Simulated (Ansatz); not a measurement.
# As2Te: the cost of one run

Computed with Ansatz 0.2.0, Gaussian basis. Level: the settings change from run to run.

2 further runs of the same task are left out: 2 set aside as unsound or not needed.

## 1. The geometry

The structure was relaxed beforehand with PBE-D4 in a triple-zeta def2 set. Te takes a core potential in def2 sets; no spin-orbit term is included.

3 atoms, charge 1, spin multiplicity 2.

Atoms are counted from 1 here; the program's logs count them from 0.

Bond lengths: As1–As2 2.303 Å, As1–Te3 2.589 Å, As2–Te3 2.589 Å. Angles: As2–As1–Te3 63.6°, As1–As2–Te3 63.6°, As1–Te3–As2 52.8°.

## 2. CAM-B3LYP/x2c-TZVPPall

This run has D3(BJ) dispersion.

The input, in.yaml:

```yaml
crystal:
  periodic: [false, false, false]
  atoms:
    - {symbol: As, position_ang: [-0.744500, -1.157993, 0.168189]}
    - {symbol: As, position_ang: [0.013762, 0.786745, 1.142044]}
    - {symbol: Te, position_ang: [0.730739, 0.371248, -1.310233]}
basis:
  gaussian: {orbitals: x2c-TZVPPall}
total_charge: 1
magnetization: {spin_polarized: true, initial_magnetization: 1}
hamiltonian: {xc: {name: CAM-B3LYP}, dispersion: d3bj}
scf: {omitted_lower_state_checks: [starts]}
output: {forces: true}
```

The run is started by

```
$ ansatz run in.yaml --threads 2 --pin off --events-out ev --progress --plain --max-ram 4352MiB
```

What time and memory should one allow on 2 threads of Arm Neoverse V1, shared host?

About 22 s, with a peak of 0.82 GiB.
